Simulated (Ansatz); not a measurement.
# Worked example: correlation energy of HSi–BH⁺, quintet

Geometry: that of the HSi–BH, quartet, kept fixed. The triplet lies 3.7 eV lower here.

```yaml
atoms:
  - { symbol: Si, position_ang: [0.0000, -0.0471, 0.5518] }
  - { symbol: B, position_ang: [0.0000, -0.0605, -1.3633] }
  - { symbol: H, position_ang: [0.0000, 1.1711, 1.4474] }
  - { symbol: H, position_ang: [0.0000, 0.7893, -2.2001] }
```

Basis cc-pVTZ; Ansatz 0.2.0. Correlated methods freeze the noble-gas cores, which leaves 8 electrons in 86 orbitals. R marks a restricted (for open shells ROHF) determinant, U an unrestricted one.

Full CI isn't at hand for all of this; UCCSDT(Q) serves as the reference, and is uncertain by about the last step of the cluster series.

Runs differ by some tens of microhartree through their thresholds and, for an open shell, their frozen cores, so steps under 0.03 kcal/mol mean nothing.

| level | total energy (hartree) |
| --- | --- |
| UHF | -314.254745 |
| UMP2 | -314.379550 |
| UCCSD | -314.414274 |
| UCCSD(T) | -314.421621 |
| UCCSDT | -314.423639 |
| UCCSDT(Q) | -314.424041 |

Question: What is the correlation energy at UCCSDT(Q), and what share of it do UMP2 and UCCSD recover?

Answer: E(corr) = -314.424041 − (-314.254745) = -0.169296 hartree = -4.607 eV. UMP2: -0.124805 / -0.169296 = 73.72 %. UCCSD: -0.159529 / -0.169296 = 94.23 %.

Question: By how many kcal/mol does UCCSD(T) miss UCCSDT(Q) (1 hartree = 627.509 kcal/mol), and which steps make up the rest?

Answer: -314.421621 − (-314.424041) = 0.002420 hartree = 1.52 kcal/mol. Steps: UCCSDT − UCCSD(T) = -1.27, UCCSDT(Q) − UCCSDT = -0.25 kcal/mol. Differences between like states or geometries often cancel part of this.
